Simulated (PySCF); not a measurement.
# Ar, Ar+, Ar(2+), Ar(3+): ionisation energies in dyall-acv3z

Aim: the ionisation energy of argon from differences of total energies, at each level of theory, and how far each lands from the tabulated value where there is one.

Method: unrestricted determinants in a Gaussian basis, no spin-orbit coupling in the energies. Code: PySCF 2.14.0.

## Step 1: The system

* Element: argon (Z = 18)
* Basis: dyall-acv3z (19s12p6d4f, 113 functions)
* Hamiltonian: the non-relativistic Hamiltonian (point nucleus)
* State 1: Ar: [Ar], closed-shell 1S
* State 2: Ar+: [Ne] 3s2 3p5, 2P determinant
* State 3: Ar(2+): [Ne] 3s2 3p4, high-spin 3P determinant
* State 4: Ar(3+): [Ne] 3s2 3p3, high-spin 4S determinant
* Methods: CCSD(T)
* Core shells frozen in the correlated runs: valence: [Ne] (for Ar)

The outer shells:

Ar [Ar]
```
[Ne] core
3s [↑↓]
3p [↑↓][↑↓][↑↓]
```

Ar+ [Ne] 3s2 3p5
```
[Ne] core
3s [↑↓]
3p [↑↓][↑↓][↑ ]
```

Ar2+ [Ne] 3s2 3p4
```
[Ne] core
3s [↑↓]
3p [↑↓][↑ ][↑ ]
```

Ar3+ [Ne] 3s2 3p3
```
[Ne] core
3s [↑↓]
3p [↑ ][↑ ][↑ ]
```

The runs were made by one driver on top of PySCF. The scripts below sum up each run's settings (the driver also hands on starting orbitals that pick excited configurations, and frozen orbitals as a list rather than a count), and the logs come from the driver's own runs. The driver starts from symmetry-adapted Hartree-Fock orbitals, holds the occupation by maximum overlap and uses a logarithmic radial grid for functionals, so a plain start would take other cycles.

The integrals over 113 functions and the set-up took 0.28 s of CPU time.

## Step 2: Ar, at CCSD(T) (valence)

**CCSD(T) (valence)**

The input, input.py:

```python
from pyscf import gto, scf, dft, mp, cc
import basis_set_exchange as bse
mol = gto.M(atom="Ar 0 0 0", charge=0, spin=0, symmetry="D2h",
            basis=gto.basis.parse(bse.get_basis("dyall-acv3z", elements=["Ar"], fmt="nwchem")))
mf = scf.UHF(mol)
mf.irrep_nelec = {'Ag': (3, 3), 'B1u': (2, 2), 'B2u': (2, 2), 'B3u': (2, 2)}
mf.kernel()
mycc = cc.CCSD(mf, frozen=5).run()
mycc.ccsd_t()
```

## Step 3: Ar+: CCSD(T) (valence)

**CCSD(T) (valence)**

The input, input.py:

```python
from pyscf import gto, scf, dft, mp, cc
import basis_set_exchange as bse
mol = gto.M(atom="Ar 0 0 0", charge=1, spin=1, symmetry="D2h",
            basis=gto.basis.parse(bse.get_basis("dyall-acv3z", elements=["Ar"], fmt="nwchem")))
mf = scf.UHF(mol)
mf.irrep_nelec = {'Ag': (3, 3), 'B1u': (2, 2), 'B2u': (2, 2), 'B3u': (2, 1)}
mf.kernel()
mycc = cc.CCSD(mf, frozen=5).run()
mycc.ccsd_t()
```

## Step 4: Ar(2+): CCSD(T) (valence)

**CCSD(T) (valence)**

The input, input.py:

```python
from pyscf import gto, scf, dft, mp, cc
import basis_set_exchange as bse
mol = gto.M(atom="Ar 0 0 0", charge=2, spin=2, symmetry="D2h",
            basis=gto.basis.parse(bse.get_basis("dyall-acv3z", elements=["Ar"], fmt="nwchem")))
mf = scf.UHF(mol)
mf.irrep_nelec = {'Ag': (3, 3), 'B1u': (2, 1), 'B2u': (2, 2), 'B3u': (2, 1)}
mf.kernel()
mycc = cc.CCSD(mf, frozen=5).run()
mycc.ccsd_t()
```

## Step 5: Ar(3+): CCSD(T) (valence)

**CCSD(T) (valence)**

The input, input.py:

```python
from pyscf import gto, scf, dft, mp, cc
import basis_set_exchange as bse
mol = gto.M(atom="Ar 0 0 0", charge=3, spin=3, symmetry="D2h",
            basis=gto.basis.parse(bse.get_basis("dyall-acv3z", elements=["Ar"], fmt="nwchem")))
mf = scf.UHF(mol)
mf.irrep_nelec = {'Ag': (3, 3), 'B1u': (2, 1), 'B2u': (2, 1), 'B3u': (2, 1)}
mf.kernel()
mycc = cc.CCSD(mf, frozen=5).run()
mycc.ccsd_t()
```

Before running it: what results should come out?

As calculated:

```
                 quantity                                                              value
    ionisation energy, Ar          UHF 14.549, CCSD(T) (valence) 15.603 eV; reference 15.819
   ionisation energy, Ar+          UHF 26.369, CCSD(T) (valence) 27.391 eV; reference 27.630
ionisation energy, Ar(2+)  UHF 39.397, CCSD(T) (valence) 40.379 eV; reference 40.735 ± 0.012
```

Each level's miss (mean over 2 differences):

| method | mean absolute miss against the measured values (with the measured fine structure taken into account where it is known) (eV) |
| --- | --- |
| UHF | 1.269 |
| MP2 (valence) | 0.164 |
| SCS-MP2 (valence) | 0.215 |
| CCSD (valence) | 0.279 |
| CCSD(T) (valence) | 0.231 |

In words: Against experiment MP2 (valence) comes closest (mean absolute error over 2 measured values 0.16 eV) and UHF is farthest (1.27 eV). In a finite basis a lower level can come nearest by cancelling errors. Hartree-Fock falls short because the species with more electrons holds more correlation energy, which it lacks. All values hold for this basis alone; no basis-set limit was taken.
